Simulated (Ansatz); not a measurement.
# H2MgP: the cost of one run

The runs use Ansatz 0.2.0, Gaussian basis; def2-QZVPP, core rule «outside noble gas», up to 10 orbitals frozen.

The runs, in order: UHF; ROHF; CCSD(T) on UHF.

### 1 The system

The geometry is a PBE0/def2-TZVP stationary point (not a proven minimum) of the parent state, kept for this charge and spin.

4 atoms, charge 0, spin multiplicity 2.

Atoms are counted from 1 here; the program's logs count them from 0.

Bond lengths: P1–Mg2 2.691 Å, P1–H3 1.421 Å, Mg2–H4 1.802 Å. Angles: Mg2–P1–H3 110.3°, P1–Mg2–H4 62.9°.

### 2 UHF

File in.yaml:

```yaml
crystal:
  periodic: [false, false, false]
  atoms:
    - {symbol: P, position_ang: [0.000000, 0.077819, 1.164095]}
    - {symbol: Mg, position_ang: [0.000000, 0.017370, -1.525734]}
    - {symbol: H, position_ang: [0.000000, -1.243014, 1.686975]}
    - {symbol: H, position_ang: [0.000000, -1.567191, -0.668494]}
basis:
  gaussian: {orbitals: "def2-QZVPP.json"}
magnetization: {spin_polarized: true, initial_magnetization: 1}
hamiltonian: {xc: hf}
output: {orbitals: {seedname: orbitals}}
```

On the command line:

```
$ ansatz run in.yaml --threads 1 --pin off --events-out ev --progress --plain --max-ram 2393MiB
```

**Question.** How long does this run take on 1 thread of Arm Neoverse V2, shared host, and how much memory does it need?

About 26 s, with a peak of 0.46 GiB.
